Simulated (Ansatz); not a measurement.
## Property card for SrCuO3

Level of theory: DFT r2SCAN, scalar-relativistic, plane waves, PAW (Ansatz).

Settings: cutoff 500 eV, Γ-centred mesh 10×10×10 on the computed 5-atom cell, Gaussian smearing of 0.10 eV; no spin polarisation.

The structure is relaxed at this level of theory with its symmetry kept. Whether it is the stable form of this composition wasn't checked.

Symmetry: Pm-3m, No. 221, cubic system. Conventional cell: a = 3.831 Å, b = 3.831 Å, c = 3.831 Å, α = 90.00°, β = 90.00°, γ = 90.00°. Around Sr (site symmetry m-3m) lie 12 O at 2.71 Å. Around Cu (site symmetry m-3m) lie 6 O at 1.92 Å. Around O (site symmetry 4/mmm) lie 2 Cu at 1.92 Å.

```
Volume per atom                                                   : 75.9 bohr³
Formation energy from the elements' standard states (uncorrected) : -1.528 eV/atom
Generalised Kohn–Sham band gap                                    : none (metal)
Density of states at the Fermi level                              : 3.61 states/eV per cell
Löwdin character within 0.5 eV of the Fermi level                 : O 2p 85 %, Cu 3d 12 %
Bulk modulus                                                      : 152 GPa
Its pressure derivative                                           : 4.6
Bader charges (e)                                                 : Sr (1 in the cell) 1.63, Cu (1 in the cell) 1.45, O (3 in the cell) -1.03
```

Spin polarisation was left out, and a magnetic state may lie lower.

A ferromagnetic start lost its moments in a first run, so spin was left out; other magnetic orders weren't tried.

Symmetry holds off the tilts and polar distortions that many cubic perovskites undergo.